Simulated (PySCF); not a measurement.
Compound: 2-methyl-1-pentene, C6H12.
SMILES with atom numbers: `[CH2:1]=[C:2]([CH3:3])[CH2:4][CH2:5][CH3:6]` (hydrogens: H7, H8 on C1; H9, H10, H11 on C3; H12, H13 on C4; H14, H15 on C5; H16, H17, H18 on C6)

Torsions of this conformer, `[CH2:1]=[C:2]([CH3:3])[CH2:4][CH2:5][CH3:6]`: C1–C2–C4–C5 -110°, C2–C4–C5–C6 62°.

The closed-shell ground state was solved at several levels (PySCF, density fitting, gas phase, non-relativistic). Geometry: GFN2-xTB, one conformer, isolated molecule.

| level | basis functions | total energy (Eh) | HOMO (eV) | LUMO (eV) | gap (eV) | dipole (D) |
| --- | --- | --- | --- | --- | --- | --- |
| PBE0/pcSseg-1 | 162 | -235.5208 | -7.06 | 0.59 | 7.65 | 0.54 |
| PBE0/def2-SVPD | 216 | -235.3958 | -7.08 | 0.43 | 7.51 | 0.56 |

(1) What might wB97X-D/def2-SVPD (216 basis functions) give for the same quantities?

(2) Over all these levels, which gives the widest orbital gap and which the narrowest?

(3) How far do the dipole and the HOMO energy spread over the levels?

## Answers

(1) Total energy -235.6117 Eh, HOMO -8.92 eV, LUMO 2.20 eV, gap 11.12 eV, dipole 0.56 D.

(2) wB97X-D/def2-SVPD (range-separated hybrid) has the widest, 11.12 eV, and PBE0/def2-SVPD (global hybrid, 25 % exact exchange) the narrowest, 7.51 eV. The two share the basis. From the narrowest to the widest the HOMO moves by -1.84 eV and the LUMO by +1.77 eV.

(3) The dipole runs from 0.54 to 0.56 D (mean 0.55 D) and the HOMO from -8.92 to -7.06 eV.

The pairwise dispersion term of wB97X-D wasn't added to the energies; at a given geometry it leaves orbitals and properties as they are.
